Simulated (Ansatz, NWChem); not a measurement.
# Worked example: the enthalpy of formation of NF3 (nitrogen trifluoride)

The species is NF3 (4 atoms), meant as a singlet with charge 0. SMILES: `FN(F)F`. The coordinates come from a PBE0-D4/def2-TZVP relaxation.

Total energies at CCSD(T)/cc-pVTZ, 4 core orbitals frozen (NWChem 7.3.0); the atoms run unrestricted:

```tsv
species	state	energy (Eh)
NF3	singlet	-353.679953
F	doublet	-99.620361
N	quartet	-54.514707
```

Harmonic wavenumbers at PBE0-D4/def2-TZVP, in cm⁻¹: 513, 513, 682, 953, 953, 1092.

Measured heats of formation of the gaseous atoms at 298.15 K, in kJ/mol: F 79.4, N 472.4. Spin-orbit lowering of the atoms at 298 K (mean of the ground term's levels less their thermal mean, from spectra), in kJ/mol: F 1.29. Take 1 Eh = 2625.50 kJ/mol, 1 cm⁻¹ = 0.0119627 kJ/mol, RT = 2.479 kJ/mol.

Task: Work out the heat of formation of the gas at 298 K.

Result: 
1. Electronic atomisation energy: 3 × (-99.620361) + (-54.514707) − (-353.679953) = 0.304163 Eh = 798.6 kJ/mol.
2. Zero-point energy: half the sum of the wavenumbers, 2353 cm⁻¹ = 28.1 kJ/mol.
3. Thermal vibrational enthalpy, Σ hcν̃/(exp(hcν̃/kT) − 1): 1.7 kJ/mol. Translation, rotation and pV of a non-linear molecule: 4 RT = 9.9 kJ/mol.
4. The 4 free atoms carry 5/2 RT each: 24.8 kJ/mol.
5. Spin-orbit coupling lowers the free atoms by 3 × 1.29 = 3.9 kJ/mol.
6. Atomisation enthalpy at 298 K: 798.6 − 3.9 − 28.1 − 1.7 − 9.9 + 24.8 = 779.8 kJ/mol.
7. Sum of the atoms' heats of formation: 710.6 kJ/mol. Heat of formation: 710.6 − 779.8 = -69.2 kJ/mol.

The tabulated value is -132.1 kJ/mol (NIST-JANAF tables), so this level is off by +62.9 kJ/mol, or 7.5 % of the atomisation enthalpy that the table implies (842.6 kJ/mol). Coupled cluster needs large bases for atomisation: in a finite one the molecule is underbound. Anharmonicity and any spin-orbit splitting of the molecule are left out, and cores are frozen in the wave-function part.
